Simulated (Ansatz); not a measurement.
## How far each method lies from full CI for Si₂⁺, sextet

Geometry: that of the Si2⁺, quartet, kept fixed. The doublet lies 3.7 eV lower here.

```yaml
atoms:
  - { symbol: Si, position_ang: [0.0000, 0.0000, 0.0000] }
  - { symbol: Si, position_ang: [0.0000, 0.0000, 2.2726] }
```

Basis cc-pVDZ; Ansatz 0.2.0. Correlated methods freeze the noble-gas cores, which leaves 7 electrons in 26 orbitals. R marks a restricted (for open shells ROHF) determinant, U an unrestricted one. Active spaces: valence = (7e, 8o) chosen from the atoms' valence shells.

Full CI is exact within this basis and frozen core; it isn't the basis-set limit. The frozen core follows each run's orbitals, which can shift R against U totals by a few meV.

For open shells CISD and CISDTQ are restricted-active-space CI with the open shells as a complete middle space.

The UHF ⟨S²⟩ is 8.753, the T1 diagnostic (RCCSD) is 0.0254 and the largest doubles amplitude (RCCSD) is 0.117. The T1 diagnostic (UCCSD) is 0.0247.

```csv
level,E − E(RHF) (eV)
UHF,-0.0280
RMP2,-2.0365
UMP2,-2.0334
RCCSD,-2.6390
UCCSD,-2.6391
RCCSD(T),-2.7559
UCCSD(T),-2.7564
```

Q: Estimate how far full CI in cc-pVDZ lies from RCCSD(T). The table doesn't fix it; the size of (T) and the diagnostics are the guide.

A: Full CI in cc-pVDZ lies 4.3 kJ/mol below RCCSD(T), which is 38 % of the (T) step (-11.3 kJ/mol). The diagnostics give no warning, yet the rest is a sizeable part of (T). The miss exceeds 1 kcal/mol.

The other levels:

| level | E − E(full CI) (kJ/mol) | share of correlation (%) | wall time |
| --- | --- | --- | --- |
| CISD | 15.1 | 94.40 | 1.4 s |
| BCCD(T) | 4.4 | 98.37 | 1.1 s |
| RCCSDT | 0.9 | 99.68 | – |
| UCCSDT | 0.8 | 99.70 | – |
| CISDTQ | 0.2 | 99.94 | 22 s |
| RCCSDT(Q) | 0.2 | 99.93 | 3.6 s |
| UCCSDT(Q) | 0.1 | 99.96 | 3.4 s |
| CASSCF (valence space) | 185.1 | 31.49 | – |
| NEVPT2 (valence space) | 52.6 | 80.53 | 0.78 s |
| MRCISD (valence space) | 9.6 | 96.46 | – |
| MRCISD+Q (valence space) | -0.4 | 100.13 | 1.5 s |

The correlation energy at full CI, counted from RHF, is -2.801 eV. That run took 76 s on 1 thread of Arm Neoverse V1, shared host over 748,286 determinants.

Times hold each run's SCF and search for its determinant on a shared host, so for small cases they say little of a method's own cost; they ran on 1 thread of Arm Neoverse V1.

The full-CI state has the irrep B2u of D2h, in the program's axes (one component, if the state is degenerate).

Natural occupations of full CI about the gap: 1.913 1.016 0.991 0.981 0.979 0.961 0.049 0.028 0.016 0.010; effectively unpaired electrons, Σ n²(2−n)², 5.04.
